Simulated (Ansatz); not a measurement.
The cluster C2H3⁺. Total charge 1; quintet. Geometry PBE0-D4/def2-TZVP; atoms count from 1.

```xyz
5

C     0.5388   -0.2604    0.1726
C    -0.8037   -0.1111    0.8262
H    -1.6881    0.3727    0.4174
H     0.7857   -0.5690   -0.9704
H     1.1672    0.5678   -0.4458
```

At PBE0-D4/def2-TZVP a singlet of charge 1 lies 7.57 eV below the quintet, each at its own geometry. The structure comes from a short search, and lower isomers may exist.

Estimate the Mulliken populations from the PBE0/def2-TZVP orbitals of Ansatz.


```tsv
atom	charge (e)	spin (α − β)
C1	0.10	1.60
C2	-0.01	1.90
H3	0.25	0.01
H4	0.33	0.24
H5	0.33	0.24
```
Mulliken values depend strongly on the basis.

Where does the spin sit?

Summed by element: C 3.51, H 0.49, of 4 unpaired in all. Largest on single atoms: C2 1.90, C1 1.60, H5 0.24.

And the Mayer bond orders between heavy atoms (over 0.3)?

C1–C2 1.07 (1.50 Å).
